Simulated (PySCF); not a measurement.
The numbers are results of PBE-D3(BJ)/def2-TZVP // B3LYP-D3(BJ)/def2-TZVP run with PySCF, not measurements. All species are isolated molecules in the gas phase. Delta-SCF ions had no search for a lower state. Excitations are Tamm–Dancoff values on a coarser integration grid. The basis has no diffuse functions, so Rydberg states are missing or too high.

Reference species (SMILES): `C=O` (neutral, multiplicity 1).

```json
{
  "vertical ionisation energy (Delta-SCF)": "10.72 eV",
  "S1 excitation (TDA)": "3.93 eV",
  "LUMO": "-2.53 eV"
}
```

After one change: the vertical ionisation energy (Delta-SCF) decreases by 0.52 eV; the S1 excitation (TDA) rises by 1.65 eV; the LUMO rises by 1.95 eV.

Question: What was changed between the two runs? The new species is one of these.
A. `O=CC=O` (O–C–C–O torsion 180°)
B. `N#CCC=O`
C. `COC=O` (C–O–C–O torsion 0°)
D. `NC=O`

Answer: D, `NC=O`
